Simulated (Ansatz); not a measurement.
Born–Oppenheimer molecular dynamics of CH6NSi (9 atoms, charge 0, multiplicity 2). It starts at the highest image of a converged band. Of that band: The profile has 2 maxima (images 2, 4) with wells between them (image 3): this band takes more than one step, which may be the mechanism or a detour left from its start path. Neighbouring images differ by up to 2.8 eV, so the band resolves the path poorly. A vibrational analysis at the climbing image gives one clearly imaginary mode, 1443i cm⁻¹: a first-order saddle point.

All numbers below come from UKS B3LYP-D4/def2-mTZVP in Ansatz.

* ensemble: NVE (velocity Verlet)
* time step: 0.5 fs
* steps asked: 200
* starting velocities drawn for: 300 K
* seed: 8846

First frame:

```xyz
9
Properties=species:S:1:pos:R:3
C -0.962 0.523 -1.295
Si 0.473 0.438 -0.267
N 0.382 -0.724 1.202
H -1.969 0.511 -0.890
H -0.892 1.004 -2.267
H 0.885 0.546 1.411
H 1.723 0.000 -0.939
H 0.922 -1.585 1.282
H -0.474 -0.760 1.746
```

Q: How far do the bonds stretch over the last three quarters of this one trajectory? (Pairs bonded in most of those frames.)

A: 
```
  bond  mean (Å)  spread (Å)  shortest  longest
C1–Si2     1.854       0.061      1.76     1.94
 C1–H4     1.094       0.023      1.05     1.13
 C1–H5     1.094       0.016      1.07     1.14
Si2–N3     1.753       0.049      1.67     1.82
Si2–H7     1.524       0.065      1.39     1.65
 N3–H8     1.014       0.010      1.00     1.03
 N3–H9     1.016       0.006      1.00     1.03
```

Mean temperature of the second half: 1737 K. The conserved energy stayed within 1 meV per atom of its start (net change 0.016 meV per atom), so the integration is sound. The system heated up, since it started high on the potential surface and ran downhill. A run of 0.1 ps of so small a system gives no equilibrium averages.

Time of the run: 7.6 min on 2 threads of Arm Neoverse V1 (shared host), peak memory 0.18 GiB.
